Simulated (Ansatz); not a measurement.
Anthracene C14H10, treated with PBEsol in Ansatz (PAW).

Numerical settings: plane-wave cutoff 500 eV, 6×8×6 k mesh (along the axes of the cell as run), Fermi–Dirac smearing 0.05 eV, scalar-relativistic PAW data made under PBE.

Computed at the level's own relaxed cell.

Predict the equilibrium volume per atom and band gap.


* **equilibrium volume per atom**: 10.59 Å³/atom
* **band gap**: 2.04 eV (on the SCF k mesh)

Measured, for comparison: band gap 3.72 eV (temperature not stated, no zero-point or thermal correction, photoemission, molecular crystal; as tabulated in Skone et al. (2016), arXiv:1605.02812). Computed (rounded) less measured: band gap -1.68 eV.

Note: the cell comes from a level without a dispersion term, which matters for the spacing of layers, chains or molecules; the volume lies 11 % above that of the published cell.

Static lattice: no zero-point or thermal effects.

The result took roughly 2.1 core-hours.

Ansatz is a first-principles code.
